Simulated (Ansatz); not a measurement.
Compare A (`C/C=C(\O)C=O`) with its isomer B (`O=CC1(O)CC1`).

Isolated molecules relaxed with PBE0-D4/def2-TZVP in Ansatz; ΔE leaves out vibrations. CBS: MP2 limit from def2 TZ/QZ plus the TZ coupled-cluster correction, frozen cores. Functionals use def2-TZVPP. B3LYP here is the variant with VWN-RPA as its local correlation; programs differ in this. One conformer a species, not always the lowest.

Task: Which isomer does CCSD(T)/CBS put lower? Give the gap. (Best estimate.)

Result: Computed: A, by 28.9 kJ/mol.

Task: Give E(B) − E(A) in kJ/mol with MP2/def2-TZVPP, CCSD(T)/def2-TZVPP, B2PLYP, ωB97M-V, r2SCAN-D4, CCSD/def2-TZVPP, B3LYP. (Best estimate.)

Result: The calculation gave: MP2/def2-TZVPP 19.0, CCSD(T)/def2-TZVPP 28.3, B2PLYP 35.6, ωB97M-V 22.7, r2SCAN-D4 28.2, CCSD/def2-TZVPP 25.7, B3LYP 42.6. None reverses the order clearly.

Largest T1 diagnostic: 0.015.

From PBE to PBE0 (25 % exact exchange), in def2-TZVPP and without D4, E(B) − E(A) moves by −10.4 kJ/mol. In def2-TZVPP, CCSD(T) changes the Hartree–Fock value by −6.2 kJ/mol (the triples alone add +2.6 kJ/mol) and MP2 by −15.5 kJ/mol.
